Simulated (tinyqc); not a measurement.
Inside a calculation. Method: CCD on RHF in the sto-3g basis, frozen core, for HF, spin multiplicity 1. One step of it, computed by the program tinyqc.

Question. CCD: starting amplitudes. t_ij^ab = <ij||ab> / (e_i + e_j - e_a - e_b), whose energy is MP2.

orbital energies (hartree): MO1 -25.914650, MO2 -1.433300, MO3 -0.535119, MO4 -0.462000, MO5 -0.462000, MO6 0.477816

Two-electron integrals over orbitals (pq|rs), unique and non-zero (hartree); the lowest 1 orbital is frozen and left out:
```
p,q,r,s,(pq|rs)
2,2,2,2,0.862369
3,2,2,2,-0.037071
3,2,3,2,0.148461
3,3,2,2,0.725755
3,3,3,2,-0.029613
3,3,3,3,0.719070
4,2,4,2,0.185477
4,3,4,2,-0.035722
4,3,4,3,0.041096
4,4,2,2,0.886769
4,4,3,2,-0.074339
4,4,3,3,0.716445
4,4,4,4,0.997514
5,2,5,2,0.185477
5,3,5,2,-0.035722
5,3,5,3,0.041096
5,4,5,4,0.053770
5,5,2,2,0.886769
5,5,3,2,-0.074339
5,5,3,3,0.716445
5,5,4,4,0.889973
5,5,5,5,0.997514
6,2,2,2,-0.108603
6,2,3,2,-0.062515
6,2,3,3,-0.028014
6,2,4,4,-0.106546
6,2,5,5,-0.106546
6,2,6,2,0.093299
6,3,2,2,-0.201912
6,3,3,2,0.090807
6,3,3,3,-0.108126
6,3,4,4,-0.221397
6,3,5,5,-0.221397
6,3,6,2,0.047643
6,3,6,3,0.204558
6,4,4,2,-0.035679
6,4,4,3,-0.018874
6,4,6,4,0.030286
6,5,5,2,-0.035679
6,5,5,3,-0.018874
6,5,6,5,0.030286
6,6,2,2,0.660771
6,6,3,2,0.058628
6,6,3,3,0.662767
6,6,4,4,0.639168
6,6,5,5,0.639168
6,6,6,2,-0.061225
6,6,6,3,-0.020146
6,6,6,6,0.697470
```

Give: Starting amplitudes; correlation energy.

Answer.

Starting amplitudes (spin orbitals 1a, 1b, ...; amplitudes related by a flip of all spins are not repeated):
```
from,to,t
3a 3b,6a 6b,-0.1010
2a 2b,6a 6b,-0.0244
2a 3b,6a 6b,-0.0163
5a 5b,6a 6b,-0.0161
4a 4b,6a 6b,-0.0161
```

correlation energy = -0.025461 hartree
